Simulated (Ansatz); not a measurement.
Al3⁺. The state is a quintet with charge 1. Geometry PBE0-D4/def2-TZVP; atoms count from 1.

```xyz
3

Al    0.767   -0.368    0.390
Al   -0.686    1.314    1.471
Al   -0.081   -0.946   -1.861
```

At PBE0-D4/def2-TZVP a triplet of charge 1 lies 1.63 eV below the quintet, each at its own geometry. The structure comes from a short search, and lower isomers may exist.

**Question.** Estimate the Mulliken populations from the PBE0/def2-TZVP orbitals of Ansatz.

**Answer.** 
```
atom  charge (e)  spin (α − β)
 Al1        0.08          1.77
 Al2        0.46          1.12
 Al3        0.46          1.11
```
Mulliken values and Mayer orders depend strongly on the basis.

**Question.** Where does the spin sit?

**Answer.** Summed by element: Al 4.00, of 4 unpaired in all. Largest on single atoms: Al1 1.77, Al2 1.12, Al3 1.11.

**Question.** And the Mayer bond orders between bonded heavy atoms (over 0.3)?

**Answer.** Al1–Al2 1.19 (2.47 Å); Al1–Al3 1.19 (2.47 Å). Values over 0.3 also appear between atoms too far apart for a bond (Al2–Al3 0.35 at 4.07 Å); they arise where an orbital or an unpaired electron spreads over both atoms.
